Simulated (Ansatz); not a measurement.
# AlHO2 (SMILES [O]=[Al][OH]): levels of theory compared

We compute a comparison of 6 runs (UHF/STO-3G, PBE0/STO-3G, UPBE0/STO-3G, wB97X/STO-3G, CCSDT/STO-3G, CCSD/STO-3G) of AlHO2. 

Program for the calculation: Ansatz 0.2.0.

62 further runs of the same task are left out: 8 that didn't finish, 54 set aside as unsound or not needed.

### Step 1. Starting point

The species is AlHO2 (4 atoms), meant as a singlet with charge 0. SMILES: `[O]=[Al][OH]`. The H4–O3 distance was set to 2.373 Å, away from the relaxed value. At this shape a bond of the SMILES string is far longer than usual.

Bond lengths: O1–Al2 1.572 Å, Al2–O3 1.628 Å. Angles: O1–Al2–O3 180.0°.

### Step 2. A single-point energy at UHF/STO-3G (run 1)

The input, in.yaml:

```yaml
basis:
  gaussian: {orbitals: STO-3G}
crystal:
  periodic: [false, false, false]
  atoms:
    - {symbol: O, position_ang: [-2.629388, -2.304864, -1.059708]}
    - {symbol: Al, position_ang: [-1.497578, -1.316194, -0.599838]}
    - {symbol: O, position_ang: [-0.324808, -0.292084, -0.123408]}
    - {symbol: H, position_ang: [1.381100, 1.209770, 0.557430]}
magnetization: {spin_polarized: true}
hamiltonian: {xc: hf}
accuracy: high
```

The run is started by

```
$ ansatz run in.yaml --threads 1 --pin off --max-ram 2610MiB --events-out events.jsonl --progress --plain --runs-dir runs
```

What it wrote:

```text
Warning: RAYON_NUM_THREADS=1 ignored (pool sized by the plan → 1); use --threads N
[... 33 lines left out ...]
Total energy: -10532.84037676 eV, -387.0747444305 hartree
```

Wall time 2.4 s (1 thread of Intel Xeon 6975P-C (Granite Rapids), shared host).

### Step 3. The energy at PBE0/STO-3G (run 2)

The input, molecule.yaml:

```yaml
basis:
  gaussian:
    orbitals: STO-3G
crystal:
  periodic: [false, false, false]
  atoms:
    - symbol: O
      position_ang: [-2.629388, -2.304864, -1.059708]
    - symbol: Al
      position_ang: [-1.497578, -1.316194, -0.599838]
    - symbol: O
      position_ang: [-0.324808, -0.292084, -0.123408]
    - symbol: H
      position_ang: [1.381100, 1.209770, 0.557430]
magnetization:
  spin_polarized: false
  initial_magnetization: 0
hamiltonian:
  xc: pbe0
accuracy: high
```

The run is started by

```
$ ansatz run molecule.yaml --threads 1 --pin off --max-ram 2610MiB --events-out events.jsonl --progress --plain --runs-dir runs
```

What it wrote:

```text
Warning: RAYON_NUM_THREADS=1 ignored (pool sized by the plan → 1); use --threads N
Functional definition: PBE0
  name "PBE0"
  parameter a = 0.25
  parameter kappa = 0.804
  parameter beta = 0.06672455060314922
  exchange = (1 - a)*pbe_x(kappa = kappa, mu = beta*pi^2/3) + a*exact_x
  correlation = pbe_c(beta = beta)
342 factors; integrals over basis functions are off by at most 9.9e-9 eV
mean field evaluation 1: about -10537.3750 eV, gradient 5.0e1 eV
mean field evaluation 2: about -10469.8905 eV, gradient 1.5e2 eV
mean field evaluation 4: about -10531.7179 eV, gradient 6.3e1 eV
mean field evaluation 8: about -10554.2422 eV, gradient 3.9e0 eV
mean field evaluation 16: about -10554.4079 eV, gradient 3.3e-4 eV
mean field evaluation 32: about -10554.2152 eV, gradient 2.0e0 eV
mean field evaluation 64: about -10554.4035 eV, gradient 5.5e-2 eV
mean field -10554.40793682 eV, -387.8673376433 hartree, gradient 4.1e-8 eV, S^2 0.000000; 3 other end points of the search recorded, 0 dependent functions left out
reference -10554.40793817 eV, -387.8673376932 hartree; 15, 15 occupied and 5, 5 virtual orbitals, 342 factors
Total energy: -10554.40793817 eV, -387.8673376932 hartree
```

Wall time 2.7 s (1 thread of Intel Xeon 6975P-C (Granite Rapids), shared host).

Runs 3 to 5 aren't shown in full; the table further down has their settings and results.

### Step 4. The energy at CCSD/STO-3G (run 6)

The input, job.yaml:

```yaml
crystal:
  periodic: [false, false, false]
  atoms:
    - symbol: O
      position_ang: [-2.629388, -2.304864, -1.059708]
    - symbol: Al
      position_ang: [-1.497578, -1.316194, -0.599838]
    - symbol: O
      position_ang: [-0.324808, -0.292084, -0.123408]
    - symbol: H
      position_ang: [1.381100, 1.209770, 0.557430]
basis:
  gaussian: {orbitals: STO-3G}
correlation: {method: ccsd, frozen_orbitals: {Al: 5, H: 0, O: 1}}
accuracy: high
scf: {omitted_lower_state_checks: [cluster_reference, increment]}
```

The run is started by

```
$ ansatz run job.yaml --threads 1 --pin off --max-ram 2610MiB --events-out events.jsonl --progress --plain --runs-dir runs
```

What it wrote:

```text
Warning: RAYON_NUM_THREADS=1 ignored (pool sized by the plan → 1); use --threads N
[... 18 lines left out ...]
7 core orbitals not correlated: weight in the atoms' cores, before any rotation towards them, 1.000 or more for the frozen orbitals, at most 0.000 for the correlated occupied ones
[... 87 lines left out ...]
WARN: these amplitudes may be one of several solutions (largest doubles amplitude 1.03, level shift 9.03 eV)
Total energy: -10536.08866182 eV, -387.1941167043 hartree
Checks for a lower state left out: cluster_reference, increment
```

Wall time 0.52 s (1 thread of Intel Xeon 6975P-C (Granite Rapids), shared host).

### Step 5. All runs side by side

```tsv
run	level	frozen core orbitals	energy (Eh)	wall time
1	UHF/STO-3G	–	-387.074744	2.4 s
2	PBE0/STO-3G	–	-387.867338	2.7 s
3	UPBE0/STO-3G	–	-387.978647	16 s
4	wB97X/STO-3G	–	-388.043719	11 s
5	CCSDT/STO-3G	7	-387.235120	0.83 s
6	CCSD/STO-3G	7	-387.194117	0.52 s
```

### Step 6. Results

| quantity | value |
| --- | --- |
| run 6: total energy | -387.19412 Eh |
| run 6: correlation energy (7 core orbitals frozen) | -387.9 mEh |
| run 6: T1 diagnostic | 0.259 |

In words: Below the UHF energy at the same shape and in the same basis (STO-3G): CCSDT -160.4 mEh; CCSD -119.4 mEh. Some of these start from another determinant than that one, so these aren't their correlation energies. Totals of different functionals can't be ranked against each other. In run 6 the T1 diagnostic is large, so a single reference may not serve. In runs 5, 6 the log says that unrestricted orbitals would lower the reference, so the values rest on an unstable closed-shell determinant (other closed-shell runs at this shape may share the fault). In runs 1, 2, 3, 4, 5, 6 the basis is minimal, so the values are rough. Spin contamination of the reference: run 1 ⟨S²⟩ = 1.43, run 3 ⟨S²⟩ = 1.06. Where it is this large, the reference is a mixture of spin states, and values that rest on it are in doubt. All runs together took 33 s, the longest 16 s.
